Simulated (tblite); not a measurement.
Species: C3H11P3.
SMILES with atom numbers: `[CH3:1][P:2]([PH2:3])[CH2:4][CH2:5][PH2:6]` (hydrogens: H7, H8, H9 on C1; H10, H11 on P3; H12, H13 on C4; H14, H15 on C5; H16, H17 on P6)

Geometry (GFN2-xTB, Å), atoms numbered from 1 in this order:
```xyz
17
C3H11P3 angstrom
C     -1.5980    1.3293   -0.4299
P     -1.1218   -0.4548   -0.6002
P     -2.3222   -1.2280    1.0429
C      0.5001   -0.4160    0.3319
C      1.6006    0.2336   -0.4920
P      3.2683    0.2131    0.3335
H     -2.6494    1.4352   -0.6940
H     -1.0109    1.9262   -1.1257
H     -1.4422    1.6867    0.5873
H     -1.9833   -2.5489    0.7636
H     -3.4708   -1.3011    0.2591
H      0.7650   -1.4552    0.5551
H      0.3655    0.1098    1.2832
H      1.3622    1.2806   -0.7018
H      1.7062   -0.2733   -1.4562
H      3.2226   -1.1340    0.6942
H      2.8011    0.6091    1.5875
```

Computed values, GFN2-xTB/tblite, gas phase, harmonic and unscaled. Errors from tens to a few hundred cm⁻¹ against measured bands are possible. Modes of hydrogen on phosphorus can be 10 to 20 % off. One conformer, not necessarily the lowest.

Harmonic wavenumbers (cm⁻¹): 58.8, 66.1, 92.5, 135.6, 171.0, 188.6, 202.3, 238.6, 243.2, 303.8, 499.5, 668.9, 689.2, 705.0, 723.7, 742.3, 771.7, 776.8, 867.2, 873.2, 888.8, 957.5, 1055.6, 1088.3, 1122.5, 1147.1, 1186.5, 1236.6, 1271.5, 1317.0, 1434.6, 1440.0, 1449.2, 1456.8, 2254.7, 2260.7, 2326.3, 2326.9, 2914.0, 2929.3, 2939.3, 2954.7, 2987.4, 3004.1, 3011.5.

A = 3672, B = 720.2, C = 650.7 MHz; mass 140.007 u (most abundant isotopes); point group C1, symmetry number 1.

Task: What is the zero-point energy?

Result: ½Σν̃ = 27989 cm⁻¹ = 334.83 kJ/mol.

Task: Give the ideal-gas entropy at 500 K and 1 bar in the rigid-rotor, harmonic-oscillator model (classical rotation).

Result: Translation 181.23, rotation 130.35, vibration 208.40: S = 520.0 J/(mol K).

Task: And Cp and H(500 K) − H(0)?

Result: Cp = 221.89 J/(mol K), of which vibrations give 188.63 (their classical limit is 45 R = 374.2); H(500 K) − H(0) = 68.32 kJ/mol without the zero-point energy, 51.69 from vibrations.

Task: Blend soft modes into free rotors: weight 1/[1 + (100 cm⁻¹/ν̃)⁴] for the oscillator and the rest for a rotor with moment μB/(μ + B), μ = h/(8π²ν), B = 10⁻⁴⁴ kg m². What vibrational entropy results?

Result: 192.86 J/(mol K) in place of 208.40, which changes −T·S at 500 K by +7.77 kJ/mol.

Task: How do the functions run with temperature in this model?

Result: 
| T (K) | S (J/(mol K)) | Cp (J/(mol K)) | H − H(0) (kJ/mol) | G − H(0) (kJ/mol) | ln q(vib) |
| --- | --- | --- | --- | --- | --- |
| 50 | 248.0 | 57.8 | 2.12 | -10.28 | 0.47 |
| 100 | 297.3 | 85.4 | 5.75 | -23.98 | 1.80 |
| 298.15 | 422.6 | 156.9 | 29.72 | -96.27 | 7.43 |
| 373.15 | 460.7 | 183.6 | 42.51 | -129.41 | 9.41 |
| 750 | 621.0 | 275.9 | 131.03 | -334.69 | 18.57 |
| 1000 | 705.6 | 311.9 | 204.80 | -500.80 | 23.98 |

q(vib) and H(0) count from the zero-point level.

Task: Which modes carry the vibrational entropy at 500 K?

Result: 58.8 cm⁻¹: 23.10; 66.1 cm⁻¹: 22.13; 92.5 cm⁻¹: 19.34; 135.6 cm⁻¹: 16.19; 171.0 cm⁻¹: 14.29; 188.6 cm⁻¹: 13.50 J/(mol K); the other 39 give 99.85 together.

Task: What must be added to the electronic energy to get the Gibbs energy at 500 K and 1 bar?

Result: ZPE + [H(500 K) − H(0)] − T·S = 334.83 + 68.32 − 259.99 = 143.16 kJ/mol.

Hindered rotation and anharmonicity are outside this model. Other conformers, if any are populated, would add a mixing term that is left out. The structure is chiral; the term R ln 2 for an equal mix with its mirror image is left out.

Time: 0.51 s wall. Hardware: Arm Neoverse V2, one thread, shared host. This covers the Hessian and the dipole derivatives.
